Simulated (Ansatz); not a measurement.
```csv
atom,x (Å),y (Å),z (Å)
C,-0.6950,1.2038,0.0000
C,1.3900,0.0000,0.0000
H,-2.4800,0.0000,0.0000
H,-1.2400,-2.1477,0.0000
H,1.2400,-2.1477,0.0000
H,1.2400,2.1477,0.0000
C,0.6950,-1.2038,0.0000
H,2.4800,0.0000,0.0000
C,-1.3900,0.0000,0.0000
C,-0.6950,-1.2038,0.0000
H,-1.2400,2.1477,0.0000
C,0.6950,1.2038,0.0000
```

RHF on singlet C6H6 was run in several spherical basis sets with Ansatz (development build ahead of 0.2.0).

(1) Rank the basis sets by the total energy that they give, lowest first, with the distance from the lowest.
A. STO-3G
B. def2-SVP
C. 6-31G

Results:

(1) C (0.00 eV), B (2.38 eV), A (74.35 eV).

Totals follow the description of the cores as much as that of the bonds, so this order isn't one of quality for chemistry.
